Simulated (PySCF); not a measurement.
Gas-phase reaction: 4 H3SiPH2 + 2 H → 4 PH3 + i-Si4H10

Energies from PySCF, thermal terms from the rigid-rotor harmonic-oscillator model, ideal gas at 1 bar. † marks an energy on the PBE0/def2-TZVP geometry and frequencies; other levels use their own. MP2 freezes the core. 6-31G* has spherical d functions here. Open shells (unrestricted): H (multiplicity 2); the rest are closed-shell singlets. MP2 isn't extrapolated to the basis-set limit; its ΔH°(298 K) is -367.7 kJ in def2-SVP and -360.6 kJ in def2-TZVPP. The harmonic model lacks anharmonicity and excited electronic states, which grow with temperature; levels with a mode under 35 cm⁻¹ are left out. Internal rotation in H3SiPH2, i-Si4H10 is treated as a harmonic vibration of one conformer, which makes the entropy rough.

```csv
level,"ΔE electronic, kJ","ΔH°(298 K), kJ","ΔS°(298 K), J/K","ΔG°(2500 K), kJ"
HF/6-31G*,-326,-294,-96,21
MP2/def2-SVP†,-397,-368,-99,-46
MP2/def2-TZVPP†,-390,-361,-99,-38
r2SCAN/def2-TZVP†,-412,-382,-99,-60
LDA/def2-TZVP†,-446,-416,-99,-94
ωB97X-V/def2-TZVP†,-421,-391,-99,-69
```
ΔH° is lowest at LDA/def2-TZVP† and highest at HF/6-31G*. No reference value is set beside these.
